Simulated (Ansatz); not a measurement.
in.yaml

```yaml
crystal:
  periodic: [false, false, false]
  atoms:
    - {symbol: Al, position_ang: [0.000000, 0.000000, 0.000000]}
    - {symbol: H, position_ang: [0.000000, 0.000000, 3.141000]}
basis:
  gaussian: {orbitals: aug-cc-pVDZ}
total_charge: -1
magnetization: {spin_polarized: false, initial_magnetization: 1}
correlation: {method: fic_mrcisd_q, electrons: outside_noble_gas, active_space: {window: {electrons: 3, orbitals: 3}}}
```

```sh
$ ansatz run in.yaml --threads 1 --pin off --events-out ev --progress --plain --max-ram 2393MiB
```

Log:

```
356 factors; integrals over basis functions are off by at most 6.3e-4 eV
mean field evaluation 1: about -6593.7719 eV, gradient 9.0e0 eV
mean field evaluation 2: about -6593.7725 eV, gradient 9.0e0 eV
mean field evaluation 4: about -6595.6003 eV, gradient 1.5e0 eV
mean field evaluation 8: about -6595.6831 eV, gradient 1.8e-3 eV
mean field evaluation 16: about -6594.3916 eV, gradient 2.3e-1 eV
mean field evaluation 32: about -6592.1374 eV, gradient 5.0e0 eV
mean field evaluation 64: about -6595.5772 eV, gradient 2.1e0 eV
mean field evaluation 96: about -6595.4059 eV, gradient 2.5e0 eV
mean field -6595.68312521 eV, -242.3868841367 hartree, gradient 2.9e-6 eV, S^2 0.750000; 11 other end points of the search recorded, 0 dependent functions left out
reference -6595.68312521 eV, -242.3868841367 hartree; 8, 7 occupied and 28, 29 virtual orbitals, 356 factors
state -6596.35718176 eV, -242.4116552581 hartree
contracted CI cycle   1: correlation 0.00000000 eV, 0.0000000000 hartree, residual 6.82e0 eV
contracted CI cycle   2: correlation -1.73204907 eV, -0.0636516294 hartree, residual 1.45e0 eV
...
contracted CI cycle   4: correlation -2.04844571 eV, -0.0752789914 hartree, residual 3.36e-1 eV
contracted CI cycle   5: correlation -2.05408491 eV, -0.0754862280 hartree, residual 1.47e-1 eV
contracted CI cycle   6: correlation -2.05528190 eV, -0.0755302167 hartree, residual 8.12e-2 eV
contracted CI cycle   7: correlation -2.05557504 eV, -0.0755409894 hartree, residual 3.40e-2 eV
contracted CI cycle   8: correlation -2.05562555 eV, -0.0755428456 hartree, residual 1.36e-2 eV
contracted CI cycle   9: correlation -2.05563361 eV, -0.0755431419 hartree, residual 5.65e-3 eV
contracted CI cycle  10: correlation -2.05563517 eV, -0.0755431990 hartree, residual 2.36e-3 eV
contracted CI cycle  11: correlation -2.05563542 eV, -0.0755432085 hartree, residual 9.93e-4 eV
contracted CI cycle  12: correlation -2.05563547 eV, -0.0755432101 hartree, residual 3.58e-4 eV
contracted CI cycle  13: correlation -2.05563547 eV, -0.0755432103 hartree, residual 1.37e-4 eV
state -6596.05666748 eV, -242.4006115620 hartree; corrected -6598.35113563 eV, -242.4849317114 hartree
state -6596.35718176 eV, -242.4116552581 hartree; corrected -6598.36276625 eV, -242.4853591287 hartree
Total energy: -6598.36276625 eV, -242.4853591287 hartree
```

Natural occupations: 1.8882 1.0000 0.1118.

For the same geometry and basis full CI lies 51.1 meV higher.

Ran on 1 thread of Arm Neoverse V2, shared host: 1.7 s wall, 0.15 GiB peak host memory.
